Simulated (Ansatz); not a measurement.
Two structures of Si2H8S, closed shell, reached by relaxing down either side of one saddle point (PBE0-D4/def2-TZVP). Energies are electronic, without zero-point energy. Ansatz 0.2.0; basis: def2-TZVPP and def2-QZVPP; cores frozen in the correlated methods. Extrapolation: Hartree–Fock as exp(−7.88 √X), correlation as X^−2.97. First:

Si1  (-1.515, 0.225, -0.021)
Si2  (0.401, 1.283, -0.845)
H3  (-1.737, -1.083, -0.687)
H4  (-1.425, 0.029, 1.450)
H5  (-2.686, 1.103, -0.301)
H6  (2.053, -2.146, 0.323)
S7  (1.012, -2.434, 1.120)
H8  (0.272, 1.502, -2.312)
H9  (1.631, 0.484, -0.599)
H10  (0.569, 2.609, -0.189)
H11  (1.426, -1.572, 2.061)
(Å)

Second:

Si1  (-1.590, -0.992, 0.624)
Si2  (1.330, 1.272, -0.992)
H3  (-2.707, -1.965, 0.570)
H4  (-1.990, 0.202, 1.412)
H5  (-1.240, -0.557, -0.753)
H6  (1.675, -0.126, -1.350)
S7  (0.017, -2.049, 1.551)
H8  (0.266, 1.780, -1.892)
H9  (2.536, 2.132, -1.105)
H10  (0.842, 1.307, 0.413)
H11  (0.861, -1.004, 1.523)
(Å)

Which bonds change from the first to the second?

Si₂H₆ ([SiH3][SiH3]) + H₂S → SiH₄S ([SiH3][SH]) + SiH₄; bonds formed: Si1–S7, Si2–H6; bonds broken: Si1–Si2, H6–S7.

Give the saddle point's structure and its height above each. (Judge from chemistry; the value comes from the calculation.)

The calculation gives: 51.81 kcal/mol above the first and 64.40 kcal/mol above the second (CCSD(T) at an estimated basis limit (MP2 extrapolated from triple and quadruple zeta, plus CCSD(T) − MP2 in triple zeta)).
Si1  (-1.085, -0.383, 0.271)
Si2  (0.736, 1.055, -0.827)
H3  (-1.692, -1.415, -0.597)
H4  (-1.415, -0.273, 1.709)
H5  (-1.684, 0.904, -0.272)
H6  (0.615, -0.538, 0.012)
S7  (0.660, -2.117, 0.867)
H8  (0.080, 1.164, -2.151)
H9  (2.196, 0.812, -0.993)
H10  (0.520, 2.255, 0.016)
H11  (1.070, -1.464, 1.966)
(Å)

No T1 diagnostic of these runs exceeds 0.015.

Labels in which every atom is bracketed show which atoms are joined, not bond orders.

For scale, one of the runs: CCSD(T)/def2-TZVPP, 238 basis functions (an equivalent command: `ansatz run in.yaml --threads 4`). Hardware: 4 CPU threads, shared host. Wall time 66 s; peak host memory 4 GiB.
